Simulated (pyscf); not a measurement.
Optimised with ωB97X-D3(BJ)/def2-SVP in PySCF.

Task: Estimate the classical barrier height and the reaction energy of HO–B(Cl)–Cl (SMILES OB(Cl)Cl) + HF (SMILES F) → H₂O (SMILES O) + F–B(Cl)–Cl (SMILES FB(Cl)Cl) at PBE0-D3(BJ)/def2-TZVP. The step runs on the singlet surface, breaks B–O, F–H and forms H–O, B–F; take the separated reactants as zero.

Result: ΔE‡ = 0.64 eV, ΔE = -0.01 eV. CCSD(T)/def2-TZVPP + ΔMP2(QZVPP) gives 0.83 eV and -0.01 eV. Zero-point energy shifts the barrier by +0.01 eV. It is a four-centre exchange, with an imaginary mode of 997i cm⁻¹. On the product side the descent ends in an adduct with a B–O contact, 0.39 eV under the separated species and 1.12 eV under the saddle at ωB97X-D3(BJ)/def2-TZVP. What is counted as broken (B–O) persists as a longer contact in the product adduct; parting that adduct is a step of its own. At ωB97X-D3(BJ) the barrier from the zero used here is 0.71 eV. This is the saddle that the search found; another between the same sides may lie lower. The CCSD(T) − MP2 part came from Ansatz, without density fitting, on the same reference.
